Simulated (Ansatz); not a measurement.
Species: HO, charge -1, multiplicity 1. 
Coordinates optimised at B3LYP-D3(BJ)/def2-TZVP (Ansatz, an electronic-structure program):
```
O
H 1 0.9702
```
Charge -1, spin multiplicity 1.

Basis-set convergence of Hartree-Fock and MP2 correlation energies (hartree) with Ansatz. Valence correlation only, unless marked. Spin-orbit coupling is left out. No relativistic terms. This anion needs diffuse functions, which these sets lack.

```tsv
basis	functions	E(HF)	E(corr, MP2)
def2-SVP	19	-75.26760	-0.19497
def2-TZVPP	45	-75.39953	-0.26892
def2-QZVPP	87	___	___
```

Some entries are withheld; supply them.


- def2-QZVPP, E(HF): -75.41180
- def2-QZVPP, E(corr, MP2): -0.29712
